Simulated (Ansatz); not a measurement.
**Worked example: building the atomization energy of ClF, singlet**

Measured: the G2/97 heats of formation, with zero-point and thermal terms from B3LYP taken off, give an electronic atomization energy of 61.3 kcal/mol (Curtiss et al., J. Chem. Phys. 106, 1063 (1997); Staroverov et al., J. Chem. Phys. 119, 12129 (2003)). The calculation below tries to reproduce it.

Geometry (MP2(full)/6-31G*, from the G2/97 set):

```yaml
atoms:
  - { symbol: F, position_ang: [0.0000, 0.0000, 0.0000] }
  - { symbol: Cl, position_ang: [0.0000, 0.0000, 1.6591] }
```

Atomization energies (atoms less molecule, kcal/mol) from Ansatz 0.2.0, frozen cores, restricted molecule, unrestricted atoms (their steps beyond CCSDT(Q) from restricted open-shell runs), sets cc-pV(D+d)Z, cc-pV(T+d)Z, cc-pV(Q+d)Z:

| level | DZ | TZ | QZ |
| --- | --- | --- | --- |
| HF | -0.14 | 5.90 | 6.92 |
| CCSD(T) | 44.43 | 55.82 | 59.61 |
| CCSDT | 44.49 | 55.61 | 59.35 |
| CCSDT(Q) | 44.97 | 56.12 | 59.91 |
| CCSDTQ | 44.92 | – | – |

Question: Extrapolate Hartree–Fock with exp(−5.46 √X) and the CCSD(T) correlation part with X⁻³ (X = 3, 4), add each higher step from the largest set that has it, and compare with the measured value.

Answer: Hartree–Fock: 6.92 + (6.92 − 5.90) × 0.301 = 7.23.
Correlation: TZ 49.92, QZ 52.69; (64 × 52.69 − 27 × 49.92) / 37 = 54.71.
Full triples (QZ): 59.35 − 59.61 = -0.26.
(Q) (QZ): 59.91 − 59.35 = 0.56.
Full quadruples (DZ): 44.92 − 44.97 = -0.05.
Sum: 62.2 kcal/mol, 0.9 above the measured 61.3.

The steps beyond CCSD(T) add 0.25 kcal/mol, while going from QZ to the limit adds 2.33. Core correlation, scalar relativity, spin–orbit terms and the relaxation from this MP2 geometry are missing from the sum, and the measured value has its own uncertainty.
